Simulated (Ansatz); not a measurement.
The first iterations of a band of BClH2 + H4Si (9 atoms, charge 0, multiplicity 1).

Level of theory: RKS BLYP-D4/cc-pVDZ (Ansatz 0.2.0).

```json
{"movable images": "5", "climbing image": "yes", "spring": "5.0 eV/Å²", "optimiser": "quadratic models (default)", "start path": "straight line", "force threshold": "0.05 eV/Å", "iteration limit": "60", "end points": "relaxed"}
```

Initial state:

```xyz
9
Properties=species:S:1:pos:R:3
B -0.091 0.544 0.136
Cl 0.501 1.643 1.393
H 0.728 -0.046 -0.525
H -1.281 0.488 -0.052
Si 0.133 -2.776 1.041
H -0.340 -3.078 -0.352
H 1.633 -2.729 1.078
H -0.375 -3.820 1.994
H -0.413 -1.434 1.460
```

Final state:

```xyz
9
Properties=species:S:1:pos:R:3
B -0.154 -0.370 -0.005
Cl 0.125 0.411 2.349
H 0.668 0.411 -0.435
H -1.323 -0.056 -0.066
Si 0.319 -2.321 0.294
H -0.104 -3.156 -0.893
H 1.784 -2.589 0.541
H -0.426 -2.873 1.497
H -0.395 -0.666 2.890
```

| iteration | highest image above the first end (eV) | largest band force component (eV/Å) |
| --- | --- | --- |
| 1 | 3.556 | 5.203 |
| 2 | 2.316 | 2.489 |
| 3 | 1.602 | 1.599 |
| 4 | 1.539 | 1.700 |

Task: Does the band converge within its limit, and where does its top end?

Result: The run converged. It ended after 14 iterations with the highest image 1.320 eV above the first end. Another band between the same ends (5 images) ends at a top of the same energy, where a vibrational analysis finds 1 clearly imaginary mode. The orbitals stay closed-shell, which can raise the energy where a bond breaks towards radicals; this wasn't checked here.

Time of the run: 2.9 min on 1 thread of Arm Neoverse V2, on a shared host, peak memory 0.12 GiB.
